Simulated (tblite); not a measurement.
Start geometry of `CCNC=[O+]` [radical] from a force field or distance geometry (Å):
```
atom  x, y, z in Å
C1    -1.310   -0.386   -0.212
C2    -0.456    0.823    0.081
N3     0.849    0.358    0.616
C4     1.698   -0.475   -0.172
O5     1.399   -0.878   -1.313
H6    -2.380   -0.070   -0.335
H7    -1.052   -0.885   -1.171
H8    -1.194   -1.158    0.576
H9    -0.320    1.354   -0.870
H10   -0.958    1.396    0.869
H11    1.092    0.685    1.575
H12    2.634   -0.765    0.329
```

Q: What comes out of this run: GFN2-xTB geometry optimisation, gas phase (tblite)?

A: 
```
atom  x, y, z in Å
C1    -1.271   -0.381   -0.291
C2    -0.483    0.779    0.238
N3     0.883    0.395    0.573
C4     1.514   -0.523   -0.138
O5     1.014   -1.263   -0.967
H6    -2.147   -0.080   -0.860
H7    -0.579   -0.935   -1.010
H8    -1.510   -1.129    0.465
H9    -0.464    1.612   -0.476
H10   -0.949    1.153    1.161
H11    1.396    0.985    1.215
H12    2.597   -0.613    0.063
```

The energy falls by 71.0 kJ/mol over 55 L-BFGS steps, the largest force on an atom goes from 3.69 to 0.008 eV/Å, and the atoms move by 0.406 Å rms after alignment. The bond that changes most is N3–C4 (ends: nitrogen bonded to 2 C and H; carbon bonded to N, O and H), which shortens by 0.106 Å. Bonds longer at the end by more than 0.005 Å: 1 of 11; shorter: 7. Among the angles that change most is H9–C2–H10, from 115.3° to 107.1°. Among the dihedrals that turn most is H9–C2–N3–H11, from 123° to 77°. Rotational constants go from 8526, 4085, 3117 to 8363, 5032, 3341 MHz. The orientation of the end geometry is arbitrary; only internal coordinates are fixed.

Its GFN2-xTB frequencies are all real (lowest 179 cm⁻¹). 2 starts were optimised and ended at 0.00 and 9.38 kcal/mol (GFN2-xTB); the lowest of these is shown.

One conformer stands for the species.

The numbers are calculated, not measured.
